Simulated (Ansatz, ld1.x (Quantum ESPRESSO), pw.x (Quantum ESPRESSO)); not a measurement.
# From atom to crystal: TM potential for tungsten

W, norm-conserving Troullier–Martins (Kleinman–Bylander form), made with ld1.x (Quantum ESPRESSO) 7.5 (PBEsol, scalar-relativistic). Core [Xe] 4f14, reference 5d4 6s2 6p0. Waves: 6p (bound, empty): rc 2.70 bohr; 5d (bound): rc 2.05 bohr; 6s (bound): rc 2.60 bohr. Local part: the s channel. Core correction: a·sin(br)/r model core, default radius (core density twice the valence density).

Atomic tests: cutoffs needed: 30 Ry and 35 Ry (the cutoffs (Ry, on a coarse ladder) from which the occupation-weighted sum of valence levels, in a spherical-Bessel basis at the reference potential, stays within 10 and 1 mRy of its value at 400 Ry); ghost test: no extra level below or beside the all-electron valence levels (p, d, s, f tested) (spherical-Bessel basis up to 400 Ry, 20 bohr box); largest excitation error: -200 meV (all-electron minus pseudo) for 5d3 6s0 6p0, out of 7 test configurations.

Crystal test: fcc W in pw.x 7.5, no spin, 14³ k-points, Fermi–Dirac smearing 0.01 Ry, cutoffs 50/200 Ry. The reference is all-electron LAPW (Ansatz 0.2.0) with the same functional, mesh and smearing; V0 and B0 come from Birch–Murnaghan fits to the pressures at five volumes. Errors are pseudo minus all-electron; Δ is the rms difference of the E(V) curves that follow from these fits, minima aligned, over ±6 % about the mean V0. Mesh and smearing are coarse, so the numbers serve the comparison and aren't converged zero-temperature values; the lattice is a test structure that the element need not adopt.

| V (Å³/atom) | P all-electron (GPa) | P pseudo (GPa) |
| --- | --- | --- |
| 15.195 | 17.15 | 28.42 |
| 15.595 | 8.12 | 18.19 |
| 15.995 | 0.14 | 9.15 |
| 16.395 | -6.90 | 1.18 |
| 16.795 | -13.11 | -5.85 |

All-electron: a0 = 4.000 Å (V0 = 16.00 Å³/atom), B0 = 298.8 GPa.

Pseudopotential: mean pressure error (GPa): +9.14; a0 (Å): 4.038; a0 error (%): +0.94; B0 error (%): +1.0; Δ (meV/atom): 30.2. This is a poor potential for the solid.

At the middle volume, how do free energy and pressure move when the wave cutoff is lowered (ecutrho kept at four times it)?

| cutoff (Ry) | shift of F (meV/atom) | shift of P (GPa) |
| --- | --- | --- |
| 22 | +1094.4 | -44.72 |
| 30 | +55.2 | -4.08 |
| 40 | +2.1 | +0.07 |

The run at the middle volume (104 k-points, 7 iterations) took about 6.5 s on one core of a shared host (Neoverse-V1, 32 threads, 247 GiB, load 14).
